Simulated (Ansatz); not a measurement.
Density of states of Cu2Sb (P4/nmm, a = 3.957 Å, b = 3.957 Å, c = 6.043 Å, α = 90.00°, β = 90.00°, γ = 90.00°), in states per eV and primitive cell, averaged over bins of 0.5 eV. All numbers below come from Ansatz, DFT PBEsol, scalar-relativistic, plane waves, PAW.

Plane waves to 420 eV, a k mesh through Γ of 10×10×6 on the computed 6-atom cell and Gaussian smearing (0.10 eV); no spin polarisation.

The cell is relaxed at this level. The states (both spins) are summed by tetrahedra on a 15×15×9 mesh at the self-consistent density. Energies are bin centres; the table starts no lower than −8 eV and ends at 6 eV, or lower where the solved bands end.

It is a metal at this level.

```
E − E_F (eV) total Cu 3d Sb 5p Cu 4s Sb 5s
       -7.20   0.62   0.06   0.30   0.23   0.02
       -6.70   2.12   0.33   0.96   0.66   0.14
       -6.20   3.28   0.81   1.40   0.80   0.23
       -5.70   1.65   0.63   0.63   0.26   0.11
       -5.20   2.95   1.38   1.03   0.39   0.10
       -4.70   7.83   5.59   1.63   0.46   0.07
       -4.20  13.90  11.95   1.33   0.36   0.10
       -3.70  16.58  15.18   0.95   0.14   0.12
       -3.20  11.29  10.43   0.69   0.06   0.03
       -2.70  23.37  22.45   0.45   0.21   0.15
       -2.20   5.83   4.49   0.79   0.25   0.21
       -1.70   3.87   2.12   1.17   0.27   0.18
       -1.20   2.92   1.16   1.20   0.22   0.16
       -0.70   2.19   0.67   1.06   0.16   0.11
       -0.20   1.78   0.45   0.97   0.12   0.07
        0.30   1.76   0.35   0.95   0.20   0.09
        0.80   1.65   0.27   0.85   0.29   0.09
        1.30   1.63   0.22   0.76   0.39   0.07
        1.80   1.60   0.12   0.41   0.61   0.10
        2.30   2.11   0.13   0.54   0.76   0.12
        2.80   1.88   0.11   0.49   0.68   0.08
        3.30   2.78   0.13   0.69   1.04   0.08
        3.80   2.64   0.10   0.60   0.96   0.05
        4.30   3.05   0.08   0.70   0.95   0.04
        4.80   2.61   0.05   0.55   0.56   0.03
        5.30   2.59   0.04   0.43   0.38   0.02
```

The columns after the total are the Löwdin projections on the occupied valence shells of the potentials. The rest of the total lies in shells that are empty in the free atom, which aren't projected, and between the atoms.

Spin-orbit coupling is left out, which matters for the bands of heavy elements.